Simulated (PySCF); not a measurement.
An unknown gives this computed stick spectrum. Computed with PySCF, TDDFT CAM-B3LYP/aug-cc-pVTZ, vertical, gas phase, core orbitals frozen in the response. Geometries: PBE0-D3(BJ)/def2-TZVP, one conformer each.

```json
{"state": "S1", "ν̃ (cm⁻¹)": "31380", "f": "0.0003", "main configurations (H = HOMO, L = LUMO)": "H→L (96%)"}
{"state": "S2", "ν̃ (cm⁻¹)": "40110", "f": "0.0000", "main configurations (H = HOMO, L = LUMO)": "H-2→L (97%)"}
{"state": "S3", "ν̃ (cm⁻¹)": "47200", "f": "0.106", "main configurations (H = HOMO, L = LUMO)": "H-1→L (78%), H-2→L+3 (11%)"}
{"state": "S4", "ν̃ (cm⁻¹)": "55720", "f": "0.0002", "main configurations (H = HOMO, L = LUMO)": "H-1→L+3 (62%), H-1→L+2 (10%), H-1→L+1 (8%)"}
{"state": "S5", "ν̃ (cm⁻¹)": "57990", "f": "0.0067", "main configurations (H = HOMO, L = LUMO)": "H→L+1 (40%), H→L+2 (28%), H→L+3 (13%)"}
{"state": "S6", "ν̃ (cm⁻¹)": "63730", "f": "0.087", "main configurations (H = HOMO, L = LUMO)": "H-2→L+1 (81%)"}
{"state": "S7", "ν̃ (cm⁻¹)": "63990", "f": "0.011", "main configurations (H = HOMO, L = LUMO)": "H→L+3 (61%), H→L+1 (23%)"}
{"state": "S8", "ν̃ (cm⁻¹)": "64660", "f": "0.048", "main configurations (H = HOMO, L = LUMO)": "H-1→L+1 (80%)"}
{"state": "S9", "ν̃ (cm⁻¹)": "66960", "f": "0.093", "main configurations (H = HOMO, L = LUMO)": "H→L+2 (39%), H→L+6 (20%), H→L+5 (11%)"}
{"state": "S10", "ν̃ (cm⁻¹)": "67120", "f": "0.296", "main configurations (H = HOMO, L = LUMO)": "H-2→L+2 (32%), H-2→L+3 (22%), H→L+5 (10%)"}
```

Task: Which candidate is it?
A. `C/C=C\Cl`
B. `C#CC=O`
C. `C=CCCl`
D. `C=C(C)Cl`

Result: B. Its S1, at 3.89 eV, is the lowest among the candidates; the nearest of the others has S1 at 6.21 eV. S1 is HOMO→LUMO (96%). Löwdin shares by element: HOMO oxygen 64%, carbon 28% or more, hydrogen 7% or more; LUMO carbon 64%, oxygen 26%. At the same level the other candidates give, for their lowest levels:
- `C=CCCl`: 6.78 eV (f 0.110); 6.85 eV (f 0.000); 7.01 eV (f 0.042); 7.27 eV (f 0.354); 7.45 eV (f 0.006); T1 4.36 eV; HOMO -9.29, LUMO 0.26 eV
- `C/C=C\Cl`: 6.21 eV (f 0.001); 6.58 eV (f 0.009); 6.84 eV (f 0.348); 7.05 eV (f 0.009); 7.10 eV (f 0.000); T1 4.24 eV; HOMO -8.50, LUMO 0.23 eV
- `C=C(C)Cl`: 6.41 eV (f 0.002); 6.56 eV (f 0.269); 6.64 eV (f 0.000); 7.20 eV (f 0.019); 7.30 eV (f 0.008); T1 4.21 eV; HOMO -8.66, LUMO 0.24 eV
Triplets come from the Tamm–Dancoff approximation.
